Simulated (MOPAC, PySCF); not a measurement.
CH₂O₂, SMILES `O=CO` (O–C–O–H torsion 0°), neutral singlet in the gas phase. 

Cartesian coordinates (Å):
```xyz
5

O     -0.5805     1.2029     0.5617
C     -0.4154     0.0206     0.5920
O      0.7674    -0.5928     0.5062
H     -1.2147    -0.7268     0.6947
H      1.4432     0.0961     0.4168
```
Charge 0, spin multiplicity 1.

All levels are single points at this geometry (PBE0-D4/def2-TZVP); Pople sets use spherical d functions. Orbital energies aren't observables, and empty levels follow the basis.

```json
[
 {"level": "B3LYP-D3(BJ)/def2-TZVP in PySCF", "HOMO (eV)": "-8.31", "LUMO (eV)": "-0.42", "gap (eV)": "7.89", "dipole (D)": "1.54", "vertical IE, Delta-SCF (eV)": "11.43"},
 {"level": "PBE0-D4/def2-TZVP in PySCF", "HOMO (eV)": "-8.55", "LUMO (eV)": "-0.09", "gap (eV)": "8.46", "dipole (D)": "1.55", "vertical IE, Delta-SCF (eV)": "11.33"},
 {"level": "B3LYP/3-21G in PySCF", "HOMO (eV)": "-7.63", "LUMO (eV)": "0.37", "gap (eV)": "8.00", "dipole (D)": "1.28", "vertical IE, Delta-SCF (eV)": "–"},
 {"level": "B3LYP/6-311+G** in PySCF", "HOMO (eV)": "-8.43", "LUMO (eV)": "-0.62", "gap (eV)": "7.81", "dipole (D)": "1.51", "vertical IE, Delta-SCF (eV)": "–"},
 {"level": "B3LYP/6-31G* in PySCF", "HOMO (eV)": "-7.90", "LUMO (eV)": "0.13", "gap (eV)": "8.03", "dipole (D)": "1.45", "vertical IE, Delta-SCF (eV)": "11.25"},
 {"level": "M06-2X/6-31G* in PySCF", "HOMO (eV)": "-9.94", "LUMO (eV)": "1.54", "gap (eV)": "11.48", "dipole (D)": "1.42", "vertical IE, Delta-SCF (eV)": "–"},
 {"level": "PBE/6-31G* in PySCF", "HOMO (eV)": "-6.41", "LUMO (eV)": "-0.75", "gap (eV)": "5.66", "dipole (D)": "1.44", "vertical IE, Delta-SCF (eV)": "11.07"},
 {"level": "SVWN5/6-31G* in PySCF", "HOMO (eV)": "-6.57", "LUMO (eV)": "-1.01", "gap (eV)": "5.57", "dipole (D)": "1.45", "vertical IE, Delta-SCF (eV)": "11.36"},
 {"level": "HF/3-21G in PySCF", "HOMO (eV)": "-12.53", "LUMO (eV)": "4.99", "gap (eV)": "17.52", "dipole (D)": "1.32", "vertical IE, Delta-SCF (eV)": "–"},
 {"level": "HF/6-31G* in PySCF", "HOMO (eV)": "-12.72", "LUMO (eV)": "4.94", "gap (eV)": "17.66", "dipole (D)": "1.59", "vertical IE, Delta-SCF (eV)": "10.01"},
 {"level": "HF/STO-3G in PySCF", "HOMO (eV)": "-9.83", "LUMO (eV)": "8.47", "gap (eV)": "18.30", "dipole (D)": "0.82", "vertical IE, Delta-SCF (eV)": "–"},
 {"level": "AM1 in MOPAC", "HOMO (eV)": "-11.78", "LUMO (eV)": "1.16", "gap (eV)": "12.94", "dipole (D)": "1.29", "vertical IE, Delta-SCF (eV)": "–"},
 {"level": "PM3 in MOPAC", "HOMO (eV)": "-11.53", "LUMO (eV)": "1.06", "gap (eV)": "12.59", "dipole (D)": "1.40", "vertical IE, Delta-SCF (eV)": "–"}
]
```
